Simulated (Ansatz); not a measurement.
`[C]#C`, charge 0, multiplicity 2.

Problem. Give a relaxed structure at PBE0-D4/def2-TZVP (Ansatz 0.2.0). (Best estimate.)

Solution. Computed: 
```xyz
3

C     1.128    0.035   -0.249
C    -0.044   -0.002    0.009
H    -1.084   -0.034    0.240
```
Point group C∞v.
